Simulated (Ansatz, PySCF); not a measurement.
Molecule: C₄H₅, charge 0, multiplicity 2. It need not be the lowest isomer of its formula. SMILES: CC#C[CH2]
Geometry: optimised at B3LYP-D3(BJ)/def2-TZVP (Ansatz, a program for electronic structure).

Quantity: atomisation energy (electronic, to ground-state atoms), in eV. Correlated levels leave the core frozen unless marked. UHF or UKS for open shells. No spin-orbit coupling. No relativistic terms. The coupled-cluster limit lacks core correlation, which all-electron functionals hold. CBS marks a two-point X^-3 extrapolation of the correlation energy; Hartree-Fock from the larger set. [CCSD(T)-MP2]/basis is that difference in the basis named.

The UHF reference is spin-contaminated (<S^2> 0.19 over the pure value in the largest basis). 

```json
[
 {"level": "M06-2X/def2-TZVPD", "program": "PySCF", "atomisation energy (eV)": "___"},
 {"level": "HSE06-D4/def2-TZVPD", "program": "Ansatz + dftd4", "atomisation energy (eV)": "___"},
 {"level": "SCS-MP2/6-31G", "program": "Ansatz", "atomisation energy (eV)": "34.16"},
 {"level": "RI-MP2/CBS(cc-pVTZ,cc-pVQZ)+[CCSD(T)-MP2]/cc-pVTZ", "program": "Ansatz", "atomisation energy (eV)": "39.11"}
]
```

Problem. Complete the blanks.

Solution. 
- M06-2X/def2-TZVPD, atomisation energy (eV): 39.27
- HSE06-D4/def2-TZVPD, atomisation energy (eV): 39.88
